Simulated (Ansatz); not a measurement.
`C/C(=C/F)CF` + H₂ → `F/C=C\CF` + CH₄ at 600 K and 1 bar (hydrogenolysis of a C–C bond).

Gas-phase electronic energies from Ansatz, PBE0-D4/def2-TZVP geometries. CCSD(T)/CBS adds triple-zeta CCSD(T) − MP2 to the extrapolated MP2 energy (def2 sets, frozen cores). This one scheme is used for every species. Double bonds are as drawn, so ΔE can hold a change between cis and trans. Each species was taken in one conformer, which may not be the lowest.

```csv
species,CCSD(T)/CBS energy (Eh),H − E (kJ/mol),S (J/(mol·K))
`C/C(=C/F)CF`,-355.37191,307.6,428.9
H₂,-1.17544,43.9,150.8
`F/C=C\CF`,-316.10621,220.7,378.7
CH₄,-40.46206,140.4,215.7
```

H − E and S are ideal-gas, rigid-rotor, harmonic terms from PBE0-D4/def2-TZVP, for one conformer and one mirror image of each species. For small species the MP2-based limit differs from directly extrapolated CCSD(T) by up to some mEh (0.8 for H₂); such offsets cancel only in part. 1 Eh = 2625.50 kJ/mol, R = 8.31446 J/(mol·K).

By hand: ΔE, ΔH, ΔS and ΔG.

ΔE = (-316.10621) + (-40.46206) − (-355.37191) − (-1.17544) = -0.02092 Eh = -54.9 kJ/mol. Δ(H − E) = 220.7 + 140.4 − 307.6 − 43.9 = 9.6, so ΔH = -45.3 kJ/mol. ΔS = 378.7 + 215.7 − 428.9 − 150.8 = 14.7 J/(mol·K). ΔG = -45.3 − 600 × (14.7)/1000 = -54.1 kJ/mol.

By hand: the equilibrium constant, and the temperature at which ΔG would vanish if ΔH and ΔS stayed fixed.

log₁₀ K = −ΔG/(RT ln 10) = 4.7. ΔH and −TΔS have one sign here, so there is no such temperature.

The number of gas molecules stays the same, so ΔS is small and ΔH decides. A doubt of 5 kJ/mol in ΔE shifts log₁₀ K by 0.4 here. Other conformers and mirror images would add mixing entropy, several J/(mol·K) or more a flexible species. These are equilibria of isolated gas molecules and say nothing of rates. Largest T1 diagnostic: 0.012 (customary marks: 0.02 for closed shells, 0.045 for open ones).
